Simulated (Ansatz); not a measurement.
Input:

```yaml
crystal:
  periodic: [false, false, false]
  atoms:
    - { symbol: H, position_ang: [-0.4517, -0.8663, 0.2448] }
    - { symbol: F, position_ang: [-0.03, -1.958, 0.4855] }
    - { symbol: O, position_ang: [-0.6507, 0.3029, -0.22] }
    - { symbol: O, position_ang: [0.3433, 1.1076, 0.1539] }
    - { symbol: H, position_ang: [0.7891, 1.4137, -0.6641] }
magnetization:
  spin_polarized: true
  initial_magnetization: 1
basis:
  gaussian: { orbitals: def2-SVP }
hamiltonian:
  xc: { name: BHLYP }
  dispersion: d4
relax:
  f_tol: 0.15
  max_steps: 25
  restrain:
    - { distance: [0, 2], at: 0.97, k: 30.0 }
    - { distance: [1, 0], at: 2.18, k: 30.0 }
```

Run as:

```bash
$ ansatz run input.yaml --threads 1 --pin off --max-ram 2048MiB --backend cpu --events-out ev --progress --plain --runs-dir out
```

Hardware: 1 thread of Arm Neoverse V1, with other jobs on the host.

Question: Roughly how long does this run take, and how much memory?

Answer: 58 s, with a peak of 0.13 GiB, for 7 ionic steps.
